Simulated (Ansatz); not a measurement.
The cluster B2C⁻. Total charge -1; doublet. Geometry PBE0-D4/def2-TZVPD; atoms count from 1.

```xyz
3

B     0.439   -1.256    0.447
B    -0.432    1.238   -0.442
C    -0.007    0.017   -0.004
```

Another isomer (doublet) lies 0.45 eV lower at PBE0-D4/def2-TZVPD; other spin states weren't run for this one.

Problem. Estimate the Mulliken populations from the PBE0/def2-TZVPD orbitals of Ansatz.

Solution. 
```
atom  charge (e)  spin (α − β)
  B1       -1.09          0.01
  B2       -0.86          0.86
  C3        0.95          0.13
```
Mulliken values and Mayer orders depend strongly on the basis. With diffuse functions, as here, like atoms can get unlike values, and bond orders can come out too low or too high.

Problem. Where does the spin sit?

Solution. Summed by element: B 0.87, C 0.13, of 1 unpaired in all. Largest on single atoms: B2 0.86, C3 0.13, B1 0.01.

Problem. And the Mayer bond orders between bonded heavy atoms (over 0.3)?

Solution. B1–C3 0.38 (1.42 Å); B2–C3 1.67 (1.37 Å). Values over 0.3 also appear between atoms too far apart for a bond (B1–B2 1.06 at 2.79 Å); they arise where an orbital or an unpaired electron spreads over both atoms.
